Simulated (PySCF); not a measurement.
BS: from constants to spectrum

ROHF-CCSD(T) constants of BS, ²Σ⁺ (doublet), unpaired electrons σ ↑ (B x2c-SVPall, S x2c-SVPall; spin-free X2C with a Gaussian nucleus (PySCF 2.14); masses 11.0093 and 31.9721 u):

- ωe: 1198.2 cm⁻¹
- ωexe: 6.02 cm⁻¹
- Be: 0.77923 cm⁻¹
- αe: 0.00542 cm⁻¹
- D (centrifugal): 1.32e-06 cm⁻¹
- De to B + S: 5.55 eV

Give the vibrational terms G(v) and spacings up to v = 6.

G(v) = ωe(v+½) − ωexe(v+½)².

```
v  G(v) (cm⁻¹)  G(v) − G(v−1)  Bv (cm⁻¹)
0        597.6                    0.7765
1       1783.8         1186.2     0.7711
2       2957.9         1174.1     0.7657
3       4120.0         1162.1     0.7603
4       5270.0         1150.0     0.7548
5       6408.0         1138.0     0.7494
6       7534.0         1126.0     0.7440
```

How well does the Morse estimate ωe²/(4ωexe) reproduce De, and what is D0?

It gives 7.39 eV, 133 % of the computed De. D0 = De − G(0) = 5.55 − 0.07 = 5.48 eV.

Correlated steps freeze 6 core orbitals. Correlated levels converge slowly with the basis: in double zeta they bind strong bonds too weakly, by up to about 1 eV, and carry superposition errors of some tenths. The state is the lowest determinant that a PBE0 search found; another state may lie lower at other levels.
